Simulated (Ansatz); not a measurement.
α-phase B was calculated with r²SCAN (plane waves, PAW; Ansatz, a program for electronic structure).

Settings: plane-wave cutoff 560 eV, 8×8×8 k mesh, Fermi–Dirac smearing 0.01 eV, scalar-relativistic PAW data made under PBE.

Computed at the level's own relaxed cell.

```yaml
crystal:
  lattice:
    - [4.40455, -2.44932, -0.00294]
    - [4.40455, 2.44932, -0.00294]
    - [3.04519, 0.00000, 4.01573]
  atoms:
    - { symbol: B, position: [0.00987, 0.65442, 0.00987] }
    - { symbol: B, position: [0.00987, 0.00987, 0.65442] }
    - { symbol: B, position: [0.65442, 0.00987, 0.00987] }
    - { symbol: B, position: [0.99013, 0.34558, 0.99013] }
    - { symbol: B, position: [0.99013, 0.99013, 0.34558] }
    - { symbol: B, position: [0.34558, 0.99013, 0.99013] }
    - { symbol: B, position: [0.22050, 0.63176, 0.22050] }
    - { symbol: B, position: [0.22050, 0.22050, 0.63176] }
    - { symbol: B, position: [0.63176, 0.22050, 0.22050] }
    - { symbol: B, position: [0.77950, 0.36824, 0.77950] }
    - { symbol: B, position: [0.77950, 0.77950, 0.36824] }
    - { symbol: B, position: [0.36824, 0.77950, 0.77950] }
```

List the 27 lowest band energies at Γ above −25 eV (eV, relative to the valence band maximum), grouping those that round alike.

At Γ: -17.18, -11.15, -10.88 (×2), -9.59, -8.97 (×2), -8.66, -6.88 (×2), -6.79, -5.78, -4.63 (×2), -1.39, -0.92 (×2), -0.38, 1.67, 4.91 (×2), 5.11 (×2), 6.76, 8.26 (×2), 9.69.
